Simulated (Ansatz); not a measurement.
in.yaml

```yaml
crystal:
  periodic: [false, false, false]
  atoms:
    - {symbol: B, position_ang: [0.000000, 0.000000, 0.000000]}
    - {symbol: B, position_ang: [0.000000, 0.000000, 3.031000]}
basis:
  gaussian: {orbitals: cc-pVDZ}
magnetization: {spin_polarized: true, initial_magnetization: 0}
hamiltonian: {xc: {name: PBE-QIDH}}
correlation: {electrons: outside_noble_gas}
```

```sh
$ ansatz run in.yaml --threads 1 --pin off --events-out ev --progress --plain --max-ram 2393MiB
```

The program prints:

```
266 factors; integrals over basis functions are off by at most 1.3e-3 eV
mean field evaluation 1: about -1337.7592 eV, gradient 2.1e0 eV
mean field evaluation 2: about -1337.7579 eV, gradient 2.1e0 eV
mean field evaluation 4: about -1337.8488 eV, gradient 4.6e-2 eV
mean field evaluation 8: about -1337.8488 eV, gradient 9.4e-4 eV
mean field evaluation 16: about -1338.0479 eV, gradient 1.2e0 eV
mean field evaluation 32: about -1338.6296 eV, gradient 4.3e-5 eV
mean field evaluation 64: about -1338.4939 eV, gradient 2.1e-4 eV
mean field evaluation 96: about -1338.6206 eV, gradient 7.9e-1 eV
mean field -1338.62960138 eV, -49.1937304950 hartree, gradient 2.4e-6 eV, S^2 0.996913; 13 other end points of the search recorded, 0 dependent functions left out
2 core orbitals not correlated: weight in the atoms' cores, before any rotation towards them, 1.000 or more for the frozen orbitals, at most 0.000 for the correlated occupied ones
reference -1338.62961063 eV, -49.1937308348 hartree; 3, 3 occupied and 23, 23 virtual orbitals, 266 factors
second order -2.52063528 eV of doubles, -0.00000000 eV of singles
Total energy: -1339.46982239 eV, -49.2246080474 hartree
```

Ran on 1 thread of AMD EPYC 7B13, shared host: 2.2 s wall, 0.14 GiB peak host memory.
